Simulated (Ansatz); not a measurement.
Geometry optimisation, RKS B3LYP-D4/6-31G* (Ansatz).

Input:

```yaml
crystal:
  periodic: [false, false, false]
  atoms:
    - { symbol: Si, position_ang: [0.0, 0.0, 0.0] }
    - { symbol: O, position_ang: [0.0, 0.0, 1.68] }
    - { symbol: C, position_ang: [-1.1112, -0.3437, 2.4945] }
    - { symbol: H, position_ang: [-1.814, -0.9775, 1.9143] }
    - { symbol: H, position_ang: [-0.7584, -0.9037, 3.3856] }
    - { symbol: H, position_ang: [-1.6313, 0.5809, 2.8212] }
    - { symbol: H, position_ang: [1.3768, 0.0, -0.4862] }
    - { symbol: H, position_ang: [-0.6877, 1.1914, -0.4862] }
    - { symbol: H, position_ang: [-0.6877, -1.1914, -0.4862] }
basis:
  gaussian: { orbitals: "6-31G*" }
hamiltonian:
  xc: b3lyp
  dispersion: d4
relax:
  f_tol: 0.02
  max_steps: 40
output:
  orbitals: {}
```

Run as:

```bash
$ ansatz run input.yaml --threads 1 --pin off --max-ram 2048MiB --backend cpu --events-out ev --progress --plain --runs-dir out
```

Where does it end, and by what steps?

The forces met the threshold. The force dipped under the threshold on the way, but the program's further checks kept it going. After 11 steps the energy has fallen by 0.092 eV; H6 moved furthest, 0.38 Å.

```json
{"step": "0", "energy less start (eV)": "0.0000", "largest force component (eV/Å)": "1.359", "accepted": "yes"}
{"step": "1", "energy less start (eV)": "-0.0637", "largest force component (eV/Å)": "0.547", "accepted": "yes"}
{"step": "2", "energy less start (eV)": "-0.0729", "largest force component (eV/Å)": "0.099", "accepted": "yes"}
{"step": "3", "energy less start (eV)": "-0.0849", "largest force component (eV/Å)": "0.108", "accepted": "yes"}
{"step": "4", "energy less start (eV)": "-0.0671", "largest force component (eV/Å)": "0.699", "accepted": "no"}
{"step": "5", "energy less start (eV)": "-0.0897", "largest force component (eV/Å)": "0.045", "accepted": "yes"}
{"step": "6", "energy less start (eV)": "-0.0893", "largest force component (eV/Å)": "0.223", "accepted": "no"}
{"step": "7", "energy less start (eV)": "-0.0879", "largest force component (eV/Å)": "0.151", "accepted": "no"}
{"step": "8", "energy less start (eV)": "-0.0906", "largest force component (eV/Å)": "0.009", "accepted": "yes"}
{"step": "9", "energy less start (eV)": "-0.0914", "largest force component (eV/Å)": "0.042", "accepted": "yes"}
{"step": "10", "energy less start (eV)": "-0.0916", "largest force component (eV/Å)": "0.033", "accepted": "yes"}
{"step": "11", "energy less start (eV)": "-0.0917", "largest force component (eV/Å)": "0.013", "accepted": "yes"}
```

```xyz
9
Properties=species:S:1:pos:R:3
Si -0.012 -0.007 0.032
O 0.077 -0.292 1.665
C -1.094 -0.376 2.464
H -1.751 -1.195 2.136
H -0.787 -0.571 3.496
H -1.667 0.562 2.442
H 1.382 0.014 -0.469
H -0.678 1.297 -0.259
H -0.785 -1.076 -0.667
```

The run took 29 s on 1 thread of Arm Neoverse V1, with other jobs on the host, peak memory 0.13 GiB.
